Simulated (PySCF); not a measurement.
## The first ionisation energy along the second row

Calculated with PySCF 2.14 from differences of total energies of unrestricted determinants, without spin-orbit coupling. Values in eV. The last column holds reference values (NIST; (s) semi-empirical, (t) theoretical, else measured). Unmarked ones compare directly (S terms, centres of terms, or small fine structure); those marked * lie between the lowest fine-structure levels and include a spin-orbit shift.

```tsv
element	configurations	UHF	MP2 (valence)	SCS-MP2 (valence)	CCSD (valence)	CCSD(T) (valence)	reference
Li (cc-pVTZ, non-relativistic)	[He] 2s1 → 1s2	5.342	n/a	n/a	n/a	n/a	5.392
Be (cc-pVTZ, non-relativistic)	[He] 2s2 → [He] 2s1	8.045	8.811	8.965	9.284	9.284	9.323
B (cc-pVTZ, non-relativistic)	[He] 2s2 2p1 → [He] 2s2	8.038	8.261	8.230	8.172	8.208	8.297
C (cc-pVTZ, non-relativistic)	[He] 2s2 2p2 → [He] 2s2 2p1	10.798	11.240	11.111	11.142	11.166	11.262
N (cc-pVTZ, non-relativistic)	[He] 2s2 2p3 → [He] 2s2 2p2	13.892	14.556	14.302	14.414	14.433	14.545
O (cc-pVTZ, non-relativistic)	[He] 2s2 2p4 → [He] 2s2 2p3	12.011	13.249	13.347	13.279	13.314	13.608
F (cc-pVTZ, non-relativistic)	[He] 2s2 2p5 → [He] 2s2 2p4	15.654	17.194	17.181	17.089	17.131	17.427
Ne (cc-pVTZ, non-relativistic)	[Ne] → [He] 2s2 2p5	19.673	21.510	21.365	21.252	21.299	21.597
```

Q: Which of these methods has the smallest mean absolute error against the measured values here?

A: CCSD(T) (valence), with 0.175 eV.

```
           method  elements  mean error (eV)  mean absolute error (eV)  largest error (eV)
              UHF         8           -1.000                     1.000              -1.923
    MP2 (valence)         7           -0.177                     0.180              -0.511
SCS-MP2 (valence)         7           -0.223                     0.223              -0.358
   CCSD (valence)         7           -0.204                     0.204              -0.345
CCSD(T) (valence)         7           -0.175                     0.175              -0.298
```

Errors include the incompleteness of the basis and the frozen core.

"Valence" correlates the outer s and p shells and, in groups 3 to 12 and the f block, the outer d or f shell, open or full, or the next shell where the ion has no valence electron left; the wider scheme adds the next inner shell.
